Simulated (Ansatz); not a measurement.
The input, for Ansatz 0.2.0:

```yaml
crystal:
  periodic: [false, false, false]
  atoms:
    - {symbol: Mo, position_ang: [0.000000, 0.000000, 0.000000]}
    - {symbol: O, position_ang: [0.000000, 0.000000, 1.623000]}
basis:
  gaussian: {orbitals: def2-SVP}
magnetization: {spin_polarized: true, initial_magnetization: 0}
correlation: {method: ccsdt_q, electrons: outside_noble_gas}
```

```sh
$ ansatz run in.yaml --threads 1 --pin off --events-out ev --progress --plain --max-ram 2393MiB
```

Output:

```
766 factors; integrals over basis functions are off by at most 1.9e-7 eV
mean field evaluation 1: about -3864.3870 eV, gradient 3.3e1 eV
mean field evaluation 2: about -3864.4623 eV, gradient 3.3e1 eV
mean field evaluation 4: about -3869.1571 eV, gradient 2.0e0 eV
mean field evaluation 8: about -3869.2134 eV, gradient 3.0e-1 eV
mean field evaluation 16: about -3869.3567 eV, gradient 1.0e0 eV
mean field evaluation 32: about -3870.3743 eV, gradient 2.8e-1 eV
mean field evaluation 64: about -3870.3785 eV, gradient 6.8e-2 eV
mean field evaluation 96: about -3869.1592 eV, gradient 3.3e0 eV
mean field evaluation 128: about -3870.2944 eV, gradient 1.0e-1 eV
mean field evaluation 160: about -3869.2148 eV, gradient 9.3e-5 eV
...
cycle  31  -10.37102223 eV  change   -5.8e-6 eV  update   7.5e-6
cycle  32  -10.37102571 eV  change   -3.5e-6 eV  update   5.4e-6
cycle  33  -10.37102133 eV  change    4.4e-6 eV  update   3.9e-6
cycle  34  -10.37102395 eV  change   -2.6e-6 eV  update   3.0e-6
cycle  35  -10.37102458 eV  change   -6.4e-7 eV  update   2.0e-6
cycle  36  -10.37102518 eV  change   -6.0e-7 eV  update   1.5e-6
cycle  37  -10.37102607 eV  change   -8.9e-7 eV  update   1.2e-6
cycle  38  -10.37102671 eV  change   -6.3e-7 eV  update   7.8e-7
cycle  39  -10.37102771 eV  change   -1.0e-6 eV  update   5.4e-7
cycle  40  -10.37102767 eV  change    3.9e-8 eV  update   4.1e-7
perturbative correction -0.06648475 eV, -0.0024432694 hartree
WARN: the results are in doubt because among natural orbitals full CI differs from the method by +1.017 eV
Total energy: -3880.50768590 eV, -142.6060271543 hartree
In doubt: among natural orbitals full CI differs from the method by +1.017 eV
```

Ran on 1 thread of Arm Neoverse V1, shared host: 1.8 min wall, 0.48 GiB peak host memory.
